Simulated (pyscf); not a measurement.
PySCF, gas phase, ωB97X-D3(BJ)/def2-SVP geometries.

Q: HO–Si(OH)(F)–F + hydroxyl (OH•) → •O–Si(OH)(F)–F + water (H₂O)
Surface: doublet. Broken: H–O. Formed: H–O. Give ΔE‡ and ΔE from ωB97M-D3(BJ)/def2-TZVP, relative to the separated reactants.

A: ΔE‡ = 7.7 kcal/mol, ΔE = +5.7 kcal/mol. Zero-point energy shifts the barrier by -0.3 kcal/mol. It is a hydrogen abstraction, with an imaginary mode of 1647i cm⁻¹. On the reactant side the descent ends in a complex, 7.9 kcal/mol under the separated species and 15.2 kcal/mol under the saddle at ωB97X-D3(BJ)/def2-TZVP. On the product side the descent ends in an adduct with a O–Si contact, 9.1 kcal/mol under the separated species and 10.6 kcal/mol under the saddle at ωB97X-D3(BJ)/def2-TZVP. This is the saddle that the search found; another between the same sides may lie lower. The angle at the transferred H is 139°. Left out: the spin-orbit lowering of OH.
